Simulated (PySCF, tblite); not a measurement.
**H3NF−, a complex of two parts: NMR shifts, interaction energy, infrared bands, spin-spin couplings and core binding energies**

The task here is to estimate one member of a computed series from the others.

Computed with tblite 0.8.0 and PySCF 2.14.0; each step states its level. No surroundings beyond the atoms listed, unless a continuum is named. Atoms count from 0, parts from 1.

## Starting point

5 atoms, charge -1, multiplicity 1; geometry: rigid parts in contact. Parts: 1 = atoms 0–3, `N`, charge 0; 2 = atom 4, `[F-]`, charge -1.

The first run:

Job settings and geometry (Å):

```
{"job": {"kind": "dock", "xc": "GFN2-xTB", "basis": "xTB"}, "charge": -1, "multiplicity": 1, "parts": [{"atoms": "0-3", "charge": 0, "multiplicity": 1}, {"atoms": "4-4", "charge": -1, "multiplicity": 1}]}
N      0.001179     0.003896     0.274793
H      0.920427    -0.207857    -0.093371
H     -0.639154    -0.696091    -0.079369
H     -0.282453     0.900052    -0.102053
F     -2.022937     1.610880    -0.483588
```

With the program's defaults for keys left out, this is: GFN2-xTB search for minima from random contacts, gas phase.

On the command line:

```console
OMP_NUM_THREADS=1 python cluster_run.py task.json out
```

One launch serves the whole session: the jobs run in the order shown.

Among the steps run: Bringing the parts together with GFN2-xTB; Relaxing the molecule at PBE0-D3(BJ)/def2-TZVPD; Shielding tensors: PBE0/aug-pcSseg-2; Coupled-cluster interaction energy: CCSD(T) and MP2.

One table of the session follows, with a row left open; its other results are not shown here.

It belongs to the step «Coupled-cluster interaction energy: CCSD(T) and MP2». 

| method | interaction energy (kcal/mol) |
| --- | --- |
| HF/aug-cc-pVDZ | -14.84 |
| MP2/aug-cc-pVDZ | -16.08 |
| CCSD/aug-cc-pVDZ | ? |
| CCSD(T)/aug-cc-pVDZ | -16.07 |
| HF/aug-cc-pVQZ | -15.16 |
| MP2/aug-cc-pVQZ | -17.56 |
| SCS-MP2/aug-cc-pVQZ | -16.50 |
| MP2, extrapolated | -17.77 |
| CCSD(T), limit estimate | -17.77 |

Estimate the missing values for CCSD/aug-cc-pVDZ.

The run gave: interaction energy (kcal/mol): -15.76. In the column «interaction energy (kcal/mol)» it lies between CCSD(T)/aug-cc-pVDZ (-16.07) and HF/aug-cc-pVQZ (-15.16).

Limits of these values: The interaction energy leaves out the deformation of the parts, 1.78 kcal/mol (MP2); added to the CCSD(T) estimate it gives a binding of about -15.98 kcal/mol.
